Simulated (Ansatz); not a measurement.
Be2Co: a run of Ansatz with trial settings.

```yaml
crystal:
  lattice:
    - [0.0, 1.919492, 5.332543]
    - [1.338494, 0.0, 5.332543]
    - [1.338494, 1.919492, 0.0]
  atoms:
    - { symbol: Be, position: [0.336058, 0.336058, 0.663942] }
    - { symbol: Be, position: [0.663942, 0.663942, 0.336058] }
    - { symbol: Co, position: [0.0, 0.0, 0.0], spin: 1.19 }
basis:
  ecutwfc: 210
kpoints:
  mp_grid: { grid: [3, 1, 5] }
hamiltonian:
  xc: pbe
  hubbard: { sites: [{ species: Co, l: d, u_eff: 4.5 }] }
scf:
  occupations: { method: gaussian, width: 0.1 }
  lower_state_search: "off"
output:
  forces: true
  stress: true
  eigenvalues: true
  populations: true
magnetization:
  spin_polarized: true
accuracy: medium
```

Command:

```bash
ansatz run input.yaml --threads 1 --pin off --max-ram 1331MiB --backend cpu --events-out ev --progress --plain --runs-dir out
```

From the log (HF is the Harris–Foulkes energy, dr2 the density residual in eV):

```text
Warning: basis.ecutwfc = 210 eV is below the records' recommended 420 eV, and the density's cutoff is lower with it unless basis.ecutrho_ratio is high enough to keep the records' density cutoff: compare with a run at a higher cutoff
Warning: crystal.symmetry: narrowed to the stabiliser of the k-point mesh — unitary ops 8 → 2; excluded 6 operations that carry a point of the 3×1×5 mesh (shift [0, 0, 0]) off the mesh (the run samples exactly the mesh kpoints.mp_grid names, as under crystal.symmetry.detect: false, and its converged state has the mesh's symmetry, not the crystal's …
basis.fft_grid_basis auto: the FFT boxes are laid along the combinations [[1, -1, 0], [0, 1, 0], [0, 0, 1]] of the cell's own vectors, 2.340, 5.498 and 2.340 Å long. The dense box has 15×27×12 points. Along the cell's own vectors, as sized, it would have 27×27×12, 1.80 times as many …
Be: projections on atomic orbitals take those of the free atom [He] 2s2, of charge +0.00 (hamiltonian.pseudopotentials.projection_atoms); the dataset's partial waves leave at most 1.1e-9 of an orbital's norm unspanned inside its sphere
Co: projections on atomic orbitals take those of the free atom [Ne] 3s2 3p6 3d7 4s2, of charge +0.00 (hamiltonian.pseudopotentials.projection_atoms); the dataset's partial waves leave at most 1.4e-6 of an orbital's norm unspanned inside its sphere
Pseudopotential: Be, paw, valence charge 2, recommended cutoff 420 eV (normal)
Pseudopotential: Co, paw, valence charge 17, recommended cutoff 420 eV (normal)
Crystal: 3 atoms, lattice volume = 27.401 Å³
Basis set: ecut = 210 eV, 187 PW (Γ), FFT grids on a1−a2, a2, a3, exchange–correlation on 30×54×24 points (8 copies of the dense FFT grid, shifted against one another)
Bands: 16, of which v1, the nominal top of the filled ones, is band 11 counted from 1 (10 counted from 0)
Symmetry: 2 space group operations
k-points: 8 of 15
Initial density: superposition of atomic densities
Starting moments: Σ|m| = 1.19 μB on 1 of 3 sites
SCF iter   1: HF=-5294.542889 eV  Δρ=1.20e-1 (↑5.59e-2 ↓1.20e-1) dr2=3.00e0  dr2_m=4.07e-1  M=1.509 μB ∫|m|=1.571 μB
SCF iter   2: HF=-5293.743232 eV  Δρ=1.22e-1 (↑3.70e-2 ↓1.22e-1) dr2=1.08e1  dr2_m=9.18e-1  M=0.600 μB ∫|m|=0.925 μB
SCF iter   3: HF=-5293.330167 eV  Δρ=1.04e-1 (↑2.65e-2 ↓1.04e-1) dr2=2.45e0  dr2_m=6.38e-1  M=1.928 μB ∫|m|=1.996 μB
SCF iter   4: HF=-5293.087290 eV  Δρ=5.49e-2 (↑1.83e-2 ↓5.49e-2) dr2=7.26e-1  dr2_m=2.29e-1  M=1.536 μB ∫|m|=1.627 μB
   ...
SCF iter  34: HF=-5293.870190 eV  Δρ=4.34e-5 (↑3.03e-5 ↓4.34e-5) dr2=6.42e-7  dr2_m=6.67e-8  M=1.535 μB ∫|m|=1.832 μB
SCF iter  35: HF=-5293.870191 eV  Δρ=2.96e-5 (↑2.49e-5 ↓2.96e-5) dr2=4.30e-7  dr2_m=2.26e-8  M=1.535 μB ∫|m|=1.833 μB
SCF iter  36: F=-5293.870191 eV  HF=-5293.870191 eV  Δρ=1.33e-5 (↑4.15e-6 ↓1.33e-5) dr2=3.72e-8  dr2_m=9.61e-9  M=1.535 μB ∫|m|=1.833 μB
SCF 1 converged in 36 iterations: F = -5293.870191 eV  dr2 = 3.72e-8
SCF converged after 36 iterations
Magnetization: 1.5345 μB (11.2673 up, 9.7327 down)
Absolute magnetization: 1.8323 μB (∫|ρ↑−ρ↓|, with the PAW one-centre terms)
Per-site moments (μB) at R_I (Å): [(-0.0276, 0.9083), (-0.0276, 0.9083), (1.5896, 0.9083)]
Free energy (F): -5293.870191 eV
E sigma→0 (E₀):  -5293.868129 eV
Entropy (-TS):   -0.004123 eV (-1.374 meV/atom)
Fermi energy:    11.249902 eV
--- Forces (eV/Å), atoms counted from 1 ---
  atom   1  Be     0.20473039     0.03144881    -0.23043490
  atom   2  Be    -0.20473039    -0.03144881     0.23043490
  atom   3  Co     0.00000000     0.00000000     0.00000000
--- Stress (GPa, compression-positive) ---
        2.821056      -0.804062       0.863330
       -0.804481      -5.227983      -0.444573
        0.864666      -0.444346      22.001100
  P = ⅓ Tr σ = 6.5314 GPa (65.314 kbar)
```

The inputs are trials, many of them unsound on purpose. Their numbers show the effect of the settings and aren't properties of the material. Under a U the state reached may not be the lowest.